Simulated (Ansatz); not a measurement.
Several settings on one geometry of AlH2(vinyl) (C2H5Al) (that of the charge 0 singlet, PBE0-D4/def2-TZVP). Ansatz on 4 threads of Arm Neoverse V1 on a shared host; times are rough.

```xyz
8

Al    0.8268    1.1670   -0.3895
H     1.9516    1.5695   -1.4353
H     0.2886    2.2108    0.6802
C     0.0488   -0.6075   -0.3456
C    -0.8778   -0.8978    0.5731
H     0.3254   -1.4065   -1.0335
H    -1.2160   -0.1585    1.2969
H    -1.3473   -1.8770    0.6537
```

Totals from different functionals, basis sets or treatments of relativity can't be compared as stabilities.

LC-ωPBE has ω = 0.4 bohr⁻¹.

Q: Give the basis size and estimate the energy, ⟨S²⟩, dipole and time of these runs.

| run | method | charge | state | further keys |
| --- | --- | --- | --- | --- |
| 1 | RKS ωB97/aug-cc-pVDZ | 0 | singlet | forces asked |
| 2 | RKS ωB97M-V/def2-SVPD | 0 | singlet | pseudopotentials: {relativity: none}; scf: {omitted_lower_state_checks: [starts]}; forces asked |
| 3 | RKS r2SCAN-D4/def2-mTZVP | 0 | singlet | scf: {lower_state_search: off}; forces asked |
| 4 | RKS LC-ωPBE/def2-mTZVPP | 0 | singlet | scf: {lower_state_search: light} |

A: 
```
run  functions  energy (Eh)  ⟨S²⟩  dipole (D)  wall time
  1        118    -321.5748     –        0.79      3.1 s
  2        104    -321.4025     –        0.83      3.8 s
  3         75    -321.5409     –        0.92      1.1 s
  4         85    -321.4854     –           –      0.7 s
```
